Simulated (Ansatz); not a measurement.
**AlBH₅ (doublet): the correlation ladder at distance Al1–H4 along a hydrogen transfer = 1.739 Å, cc-pVDZ**

How much of the correlation energy of AlBH₅ (doublet) does each wave-function method recover here?

The runs use Ansatz 0.2.0, Gaussian basis; cc-pVDZ, core rule «outside noble gas», up to 6 orbitals frozen.

To be run: UHF; CCSD(T) on ROHF; CCSD(T) on UHF; BCCD(T) on ROHF; CISD; CCSDT(Q) on ROHF; CCSDT(Q) on UHF; CASSCF and MRCISD+Q, 3 electrons in 3 orbitals; CASSCF and NEVPT2, 3 electrons in 3 orbitals; CASSCF and NEVPT2, 9 electrons in 9 orbitals.

3 further runs of the same task are left out: 3 that didn't finish.

## Step 1: The system

The geometry derives from fragments relaxed apart (PBE0/def2-TZVP) and kept rigid, so it is no stationary point. A hydrogen atom is moved between rigid fragments.

7 atoms, charge 0, spin multiplicity 2.

Atoms are counted from 1 here; the program's logs count them from 0.

Bond lengths: Al1–H2 1.586 Å, Al1–H3 1.586 Å, Al1–H4 1.739 Å, H4–B5 1.374 Å, B5–H6 1.191 Å, B5–H7 1.191 Å. Angles: H2–Al1–H3 120.0°, H2–Al1–H4 120.0°, H3–Al1–H4 120.0°, Al1–H4–B5 180.0°, H4–B5–H6 115.3°, H4–B5–H7 115.3°, H6–B5–H7 129.4°.

## Step 2: UHF

Contents of in.yaml:

```yaml
crystal:
  periodic: [false, false, false]
  atoms:
    - {symbol: Al, position_ang: [-0.959807, 0.000000, 0.000000]}
    - {symbol: H, position_ang: [-1.752731, 1.373384, 0.000000]}
    - {symbol: H, position_ang: [-1.752731, -1.373384, 0.000000]}
    - {symbol: H, position_ang: [0.779193, 0.000000, 0.000000]}
    - {symbol: B, position_ang: [2.153193, 0.000000, 0.000000]}
    - {symbol: H, position_ang: [2.662266, 0.000000, 1.077008]}
    - {symbol: H, position_ang: [2.662266, 0.000000, -1.077008]}
basis:
  gaussian: {orbitals: cc-pVDZ}
magnetization: {spin_polarized: true, initial_magnetization: 1}
hamiltonian: {xc: hf}
output: {orbitals: {seedname: orbitals}}
```

Command:

```bash
> ansatz run in.yaml --threads 1 --pin off --events-out ev --progress --plain --max-ram 2393MiB
```

Further steps of the session: CCSD(T) on ROHF; CCSD(T) on UHF; BCCD(T) on ROHF; CISD; CCSDT(Q) on ROHF; CCSDT(Q) on UHF; CASSCF and MRCISD+Q, 3 electrons in 3 orbitals; CASSCF and NEVPT2, 3 electrons in 3 orbitals; CASSCF and NEVPT2, 9 electrons in 9 orbitals.

Q: Predict the results of all the runs planned. Wanted: UCCSDT(Q) below the RHF energy; RMP2 from UCCSDT(Q); UMP2 from UCCSDT(Q); RCCSD from UCCSDT(Q); RCCSD(T) from UCCSDT(Q); UCCSD(T) from UCCSDT(Q); RCCSDT(Q) from UCCSDT(Q); NEVPT2 frontier from UCCSDT(Q); T1 diagnostic.

As calculated:

```
                         quantity                                                   value
   UCCSDT(Q) below the RHF energy                                              -5.8332 eV
              RMP2 from UCCSDT(Q)                                         +30.14 kcal/mol
              UMP2 from UCCSDT(Q)                                         +30.21 kcal/mol
             RCCSD from UCCSDT(Q)                                          +3.26 kcal/mol
          RCCSD(T) from UCCSDT(Q)                                          +0.71 kcal/mol
          UCCSD(T) from UCCSDT(Q)                                          +0.71 kcal/mol
         RCCSDT(Q) from UCCSDT(Q)                                          +0.01 kcal/mol
   NEVPT2 frontier from UCCSDT(Q)                                         +30.26 kcal/mol
levels within 1 kcal/mol (43 meV)  RCCSD(T), UCCSD(T), BCCD(T), RCCSDT, UCCSDT, RCCSDT(Q)
                    T1 diagnostic                                                   0.015
```

RCCSD(T) misses by +0.71 kcal/mol, 0.5 % of the correlation energy. These misses are within one basis, not against nature; the frozen cores of restricted and unrestricted runs differ, which can shift their rows.
